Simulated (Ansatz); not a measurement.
Write a Python script for the Ansatz DFT code, driven from Python that makes a comparison of dispersion corrections of C2H7Al, SMILES [CH3][AlH][CH3]. Settings (for the species named): PBE0, def2-SVP basis, multiplicity 1, D3BJ dispersion.

```
atom    x (Å)    y (Å)    z (Å)
   C  -1.2169   0.8808  -0.7518
  Al   0.4946   0.0237  -0.5568
   C   0.8825  -0.9581   1.1083
   H  -2.0010   0.1824  -0.6877
   H  -1.3123   1.4120  -1.7735
   H  -1.3880   1.7017   0.0337
   H   1.6025   0.0983  -1.7282
   H   0.0879  -0.8775   1.8059
   H   1.1241  -2.0066   0.9263
   H   1.8097  -0.5079   1.6269
```

`c2h7al.py`:
```python
# -*- coding: utf-8 -*-
'''Size of D3 and D4 in C2H7Al.'''

from dataclasses import dataclass

import ansatz as az


@dataclass(frozen=True)
class RunConfig:
    basis: str = 'def2-SVP'


cfg = RunConfig()

c2h7al = (
    az.Crystal.molecule()
    .atom('C', [-1.2169, 0.8808, -0.7518])
    .atom('Al', [0.4946, 0.0237, -0.5568])
    .atom('C', [0.8825, -0.9581, 1.1083])
    .atom('H', [-2.001, 0.1824, -0.6877])
    .atom('H', [-1.3123, 1.412, -1.7735])
    .atom('H', [-1.388, 1.7017, 0.0337])
    .atom('H', [1.6025, 0.0983, -1.7282])
    .atom('H', [0.0879, -0.8775, 1.8059])
    .atom('H', [1.1241, -2.0066, 0.9263])
    .atom('H', [1.8097, -0.5079, 1.6269])
)

job = (
    c2h7al.calculation()
    .basis(gaussian=cfg.basis)
    .accuracy('medium')
)
for name in ['pbe0', 'revpbe']:
    for correction in ('d3bj', 'd4'):
        summary = job.functional(name, dispersion=correction).run(threads=1, backend='cpu').report
        print(f'{name:8s} {correction:5s} total {summary["free_energy_ev"]:.5f} eV, of which dispersion {1000 * summary["dispersion"]["energy"]["ev"]:.2f} meV')
```

Output of `python c2h7al.py`:
```text
pbe0     d3bj  total -8775.50287 eV, of which dispersion -126.81 meV
pbe0     d4    total -8775.49096 eV, of which dispersion -114.90 meV
revpbe   d3bj  total -8779.49984 eV, of which dispersion -362.02 meV
revpbe   d4    total -8779.56224 eV, of which dispersion -424.42 meV
```

Caveats:
- The settings weren't tested for convergence.
- The geometry is a force-field or estimated start, not a minimum of this method, and the basis set is short of its limit. D4 holds the three-body term, and d3bj doesn't.
- Hardware and time: 5.6 s on 1 thread of Arm Neoverse V2 (shared host), peak memory 0.2 GiB.

(A comment or docstring line of the script was reworded after the run, the code is as it ran; lines on the test bed's own set-up are left out of the output.)
